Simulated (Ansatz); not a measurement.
The same path of C$_{2}$H$_{3}$N (6 atoms, charge 0, multiplicity 1) was run twice with different band settings.

Theory: Ansatz 0.2.0, UKS r2SCAN-D4/6-31G*.

Relaxed end points:

```xyz
6
Properties=species:S:1:pos:R:3
C -0.276 0.327 -0.223
C 0.564 -0.675 0.417
N 1.235 -1.477 0.929
H 0.122 0.576 -1.213
H -1.297 -0.054 -0.339
H -0.307 1.239 0.384
```

```xyz
6
Properties=species:S:1:pos:R:3
C -0.275 0.326 -0.223
C 0.564 -0.676 0.417
N 1.235 -1.478 0.929
H 0.308 1.228 -0.440
H -1.109 0.598 0.433
H -0.682 -0.063 -1.163
```

Common settings: movable images 7; climbing image yes; spring 5.0 eV/Å²; start path through a guess of the saddle point; force threshold 0.05 eV/Å; iteration limit 60; end points relaxed.

| run | optimiser |
| --- | --- |
| 1 | quadratic models (default) |
| 2 | fire |

Question: What does each run give, and how far can it be trusted?

Answer: Run 1: converged after 18 iterations, highest image 5.246 eV above the first end. Neighbouring images differ by up to 2.3 eV, so the band resolves the path poorly. A vibrational analysis at the climbing image gives one clearly imaginary mode, 1736i cm⁻¹: a first-order saddle point.
Run 2: not converged after 60 iterations, highest image 5.294 eV above the first end. The band didn't meet its force threshold, so its energies are provisional: the largest band force was still 0.51 eV/Å, and over the last iterations the top moved between 5.29 and 5.32 eV.
